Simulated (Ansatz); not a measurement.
A made-up structure of MgAlNH4, singlet:

| atom | x (Å) | y (Å) | z (Å) |
| --- | --- | --- | --- |
| N1 | -1.2519 | 0.5485 | -0.8326 |
| Al2 | 1.8803 | -1.3549 | 0.6108 |
| Mg3 | -0.0961 | 0.5277 | 0.5214 |
| H4 | -1.2562 | -0.0920 | -1.6098 |
| H5 | -2.0042 | 1.2132 | -0.9300 |
| H6 | -0.4160 | 1.7832 | 1.6526 |
| H7 | 2.9796 | -2.4036 | 0.6589 |

It is relaxed with PBE-D4/def2-SVP and then PBE0-D4/def2-TZVP (Ansatz 0.2.0). Atoms count as bonded within 1.22 times the sum of their covalent radii (H–H: 0.88 Å). The end point is not checked to be a true minimum.

**Question.** Does its bonding change? (A judgement: the text doesn't fix the answer.)

**Answer.** By the calculation: Yes. Formed: N1–Al2; broken: none.

Where it ends: The first stage lowers the energy by 0.72 eV in 8 steps. It ends as MgAlNH₄ ([NH2]1[MgH][AlH]1):
```csv
atom,x (Å),y (Å),z (Å)
N1,-0.3296,0.0084,-0.6026
Al2,0.8861,-1.1633,0.3893
Mg3,-0.1379,1.1169,1.2158
H4,-0.1187,0.2810,-1.5597
H5,-1.2849,-0.3504,-0.6339
H6,-0.7225,2.5857,1.8637
H7,1.5431,-2.2562,-0.6013
```

Labels in which every atom is bracketed show which atoms are joined, not bond orders.

For scale, one of the runs: PBE0-D4/def2-TZVP relaxation, 124 basis functions, launched by `ansatz run in.yaml --threads 2 --pin off --events-out ev --progress --plain --max-ram 4352MiB`. Hardware: 2 CPU threads of an Arm Neoverse V2, shared host. Wall time about 88 s.
